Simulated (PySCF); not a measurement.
## SiF₂ + 2 HF → SiH₂ + 2 F₂

Level: B3LYP in the def2-TZVP basis family, all electrons, no relativity, computed in PySCF with density fitting; open shells unrestricted.

```csv
species,state and structure,E (Eh),ZPE (kJ/mol),H(298 K) − H(0) (kJ/mol),S° (J/(mol K))
SiF₂,"singlet, C2v, Si–F 1.609 Å (×2); F–Si–F 100.8°",-489.39713,12.1,11.3,257.2
HF,"singlet, C∞v, H–F 0.924 Å",-100.49049,24.4,8.7,173.7
SiH₂,"singlet, C2v, Si–H 1.523 Å (×2); H–Si–H 91.5°",-290.64117,30.5,10.0,207.4
F₂,"singlet, D∞h, F–F 1.396 Å",-199.59957,6.3,8.8,202.2
```

Q: What is the electronic reaction energy?

A: At B3LYP/def2-TZVP, ΔE = 1412.0 kJ/mol from the differences of the total energies times 2625.5, uphill. 

Q: Add zero-point, thermal and entropy terms for 298.15 K and 1 bar.

A: ΔZPE = -17.8 and Δ[H(298) − H(0)] = -1.1 kJ/mol give ΔH° = 1393.1 kJ/mol. ΔS° = 7.2 J/(mol K), so ΔG° = 1393.1 − 298.15 × (0.0072) = 1391 kJ/mol.

The structures come from searches over a few start shapes, so lower isomers are not excluded.
